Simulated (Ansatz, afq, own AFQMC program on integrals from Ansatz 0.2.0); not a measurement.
**Cr, septet → Cr, quintet**

A free Cr atom.

E(quintet, charge +0) − E(septet, charge +0) at this geometry, on UHF and ROHF determinants.

Basis def2-SVP. Noble-gas cores (and the filled d shells of Ga–Kr and In–Xe) are frozen. AFQMC by an in-house program on the Cholesky factors that Ansatz 0.2.0 writes for its CCSD(T) run. ph-AFQMC/CISD is guided by a CISD state made of CCSD amplitudes; releasing the constraint for a short imaginary time cuts its bias at the price of noise, slowly where states lie close. Free projection: walkers drawn from exp(T), propagated without any constraint. Its projection time is finite, and what remains of the start isn't in its error. Uncertainties: one standard error, sampling alone. The metal's outer-core s and p shells are frozen, which shifts wave-function levels against functionals. The errors of all members are added in quadrature.

No full CI on the walks' own integrals is used here; CCSDTQ serves as the reference and is uncertain by about the last step of the cluster series. Each member takes its own surest rung, up to full CI.

Errors are counted within def2-SVP, not against nature.

Cautions: no relativity below Rb; outer-core shells of the metal frozen; Cr (quintet): a spin-contaminated unrestricted determinant lies lower (UHF 407 meV lower, ⟨S²⟩ 7.00), CCSDTQ on the UHF determinant differs (295 meV lower), perhaps since the unrestricted series falls towards higher spin, a state of other symmetry lies lower (by 202 meV), a state of higher spin lies lower.

Reference (CCSDTQ): 111.7 kJ/mol.

| level | vertical spin gap (kJ/mol) | error against CCSDTQ (kJ/mol) |
| --- | --- | --- |
| HF | 127.4 | 15.7 |
| MP2 | 137.4 | 25.6 |
| CCSD | 113.1 | 1.4 |
| CCSD(T) | 112.9 | 1.1 |
| CCSDT | 112.0 | 0.3 |
| CCSDT(Q) | 111.8 | 0.0 |
| ph-AFQMC/HF | 117.6 ± 1.9 | 5.9 ± 1.9 |
| ph-AFQMC/CISD | 111.6 ± 0.2 | -0.1 ± 0.2 |
| released AFQMC | 111.8 ± 0.3 | 0.1 ± 0.3 |
| free AFQMC | 111.9 ± 0.09 | 0.2 ± 0.09 |

Correlation beyond CCSD(T) takes off 1.1 kJ/mol. The perturbative (T) step is worth −0.3 kJ/mol.

CCSDT and higher add their correlation energy to the determinant of the CCSD(T) run, since their own runs factorise the integrals more tightly (a shift of under 2 meV). Free projections are given only where their last times agree within the noise and don't stop above the reference; a slow remainder of the start can still hide under it. A walk keeps the symmetry of its determinant, which the program's search chose and which needn't be the lowest solution, so a lower state of the same spin and another symmetry isn't excluded. Released energies are given only where the last usable release times agree within the noise; a slower fall can still hide under it.
